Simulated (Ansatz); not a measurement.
**Mg2⁻, quartet: the ladder up to full CI**

Geometry: a point of a stretch scan, not a stationary point.

```yaml
atoms:
  - { symbol: Mg, position_ang: [0.0000, 0.0000, 0.0000] }
  - { symbol: Mg, position_ang: [0.0000, 0.0000, 3.0310] }
```

Basis aug-cc-pVDZ; Ansatz 0.2.0. Only valence electrons are correlated (noble-gas cores frozen), which leaves 5 electrons in 44 orbitals. Prefix R: restricted or restricted open-shell reference; prefix U: unrestricted. Active spaces: pair = (5e, 5o) about the gap; valence = (5e, 8o) chosen from the atoms' valence shells. The metal's outer-core shells are frozen, which leaves out core–valence correlation.

Full CI is exact within this basis and frozen core; it isn't the basis-set limit. The frozen core follows each run's orbitals, which can shift R against U totals by a few meV.

HF rows: RHF is the lowest solution found. Coupled cluster chose its determinant by a search with trial CCSD, here up to 0.37 eV above the lowest Hartree–Fock solution of its kind, and MP2 stands on that determinant too.

- UHF ⟨S²⟩: 3.850
- T1 diagnostic (RCCSD): 0.0447
- largest doubles amplitude (RCCSD): 0.087

| level | E − E(full CI) (kcal/mol) | share of correlation (%) | wall time |
| --- | --- | --- | --- |
| RHF† | 44.13 | – | – |
| RMP2 | 13.93 | 73.58 | – |
| RCCSD | 5.52 | 89.53 | – |
| RCCSD(T) | 1.64 | 96.89 | 22 s |
| BCCD(T) | 1.77 | 96.64 | 22 s |
| RCCSDT | 0.51 | 99.04 | – |
| RCCSDT(Q) | 0.10 | 99.80 | 44 s |
| CASSCF (valence space) | 23.22 | 55.96 | – |
| NEVPT2 (valence space) | 7.50 | 85.77 | 6 s |
| MRCISD (valence space) | 1.50 | 97.15 | – |
| MRCISD+Q (valence space) | -0.02 | 100.04 | 7.5 s |

A dagger marks rows that describe another state than the reference (another or a broken symmetry, a higher spin or other natural occupations), so the difference holds a gap between states beside the method's error.

The correlation energy at full CI, counted from the determinant under the R cluster runs, is -2.286 eV. That run took 3.5 min on 1 thread of Arm Neoverse V1, shared host over 745,742 determinants.

Run but not shown, since their state, orbitals or frozen core can't be matched to the reference's or they repeat it: UHF, UMP2, CISD, UCCSD, UCCSD(T), UCCSDT, UCCSDT(Q), CASSCF (pair space), NEVPT2 (pair space), MRCISD (pair space), MRCISD+Q (pair space).

Times hold each run's SCF and search for its determinant on a shared host, so for small cases they say little of a method's own cost; they ran on 1 thread of Arm Neoverse V1.

The full-CI state has the irrep Au of D2h, in the program's axes (one component, if the state is degenerate).

Natural occupations of full CI about the gap: 1.820 0.999 0.936 0.936 0.077 0.058 0.058 0.016 0.016 0.014; effectively unpaired electrons, Σ n²(2−n)², 3.14.
